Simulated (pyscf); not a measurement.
Optimised with ωB97X-D3(BJ)/def2-SVP in PySCF. Correlated levels are frozen-core, on RHF or UHF. ΔMP2 is the change of the MP2 total energy from the triple- to the quadruple-zeta basis.

Estimate by transition-state theory (the high-pressure limit) the rate constant of `[CH3][InH][F]` → `[CH3][In]` [singlet] + `[FH]` (singlet surface; F–In, H–In broken, F–H formed) at 900 K, with CCSD(T)/def2-TZVPP + ΔMP2(QZVPP) energies (ideal gas, 1 atm, RRHO with modes under 100 cm⁻¹ raised to 100, one conformer, R ln 2 for chiral ones without a mode under 150 cm⁻¹; no tunnelling).

The electronic barrier is 43.3 kcal/mol and the thermal terms add -0.8, so ΔG‡ = 42.5 kcal/mol. With k_BT/h = 1.88e+13 s⁻¹ and RT = 1.788 kcal/mol, k = 9.0e+02 s⁻¹; so small a molecule is far into fall-off at 1 atm, where the true rate is lower. Wigner's tunnelling factor for 1301i cm⁻¹ would be 1.18. A shift of 1 kcal/mol in the barrier changes k by a factor 1.7. This is the saddle that the search found; another between the same sides may lie lower. The CCSD(T) − MP2 part came from Ansatz, without density fitting, on the same reference. The frozen core leaves the outer d or s,p core shells of the metals and heavy elements correlated in the MP2 and CC values, and def2-TZVPP describes them poorly, which can shift differences by a few kcal/mol. Elements past Kr carry the def2 core potentials, without spin-orbit coupling.
